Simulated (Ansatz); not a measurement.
The reference is Ta in the bcc (W type) structure (space group Im-3m, No. 229; a = 3.2819 Å).

Computed with PBEsol (Ansatz, an electronic-structure program), no SOC, earlier PAW set.

Perturbation: full substitution Ta → Nb, then cell and atoms are relaxed.

Measured lattice parameter a: Ta 3.299 Å (static lattice; corrected from measurement; as listed in Daniel Mejia-Rodriguez, S. B. Trickey, Phys. Rev. B (2018)); Nb 3.294 Å (static lattice; corrected from measurement; as listed in Daniel Mejia-Rodriguez, S. B. Trickey, Phys. Rev. B (2018)).

How well does PBEsol reproduce the measured shift?

With PBEsol the lattice parameter a moves by -0.011 Å (3.282 → 3.271) against -0.005 Å measured.

Stability against distortions was not tested. All final runs are without spin polarisation.
